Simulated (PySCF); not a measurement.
**ClH₅: from structure and modes to constants**

Method: PySCF, BP86, basis Cl def2-TZVP, H def2-TZVP (no relativity, density fitting).

The singlet minimum has C4v symmetry. Masses (u): Cl 34.96885, H 1.00782.

```xyz
6
charge 0 multiplicity 1, angstrom
Cl    0.0000    0.0000   -0.0445
H     0.0000    0.0000    1.2406
H     1.6061    0.0000    0.0780
H     0.0000    1.6061    0.0780
H    -1.6061    0.0000    0.0780
H     0.0000   -1.6061    0.0780
```

Harmonic wavenumbers (cm⁻¹): 484.6 (b2, ×1), 937.5 (e, ×2), 1076.4 (b1, ×1), 1109.1 (e, ×2), 1128.7 (a1, ×1), 1331.6 (e, ×2), 1368.0 (a1, ×1), 1403.2 (b1, ×1), 2822.9 (a1, ×1).

Q: What is the harmonic zero-point energy?

A: Half the sum of all 12 wavenumbers, 15040/2 = 7520 cm⁻¹, which is 90.0 kJ/mol (1 cm⁻¹ = 0.0119627 kJ/mol).

Q: Find the vibrational entropy and heat capacity at 298.15 K.

A: With u = 1.43878 ω/T, each mode gives S = R[u/(eᵘ−1) − ln(1−e⁻ᵘ)] and C = R u² eᵘ/(eᵘ−1)².
```tsv
ω (cm⁻¹)	u	S (J/(mol K))	C (J/(mol K))
484.6	2.338	2.92	5.37
937.5 (×2)	4.524	0.50	1.89
1076.4	5.195	0.29	1.26
1109.1 (×2)	5.352	0.25	1.14
1128.7	5.447	0.23	1.07
1331.6 (×2)	6.426	0.10	0.56
1368.0	6.601	0.09	0.49
1403.2	6.771	0.07	0.44
2822.9	13.623	0.00	0.00
```
The sums over all modes are S = 5.3 and C = 15.8 J/(mol K); the softest mode gives 55 % of the entropy (each member, where degenerate).
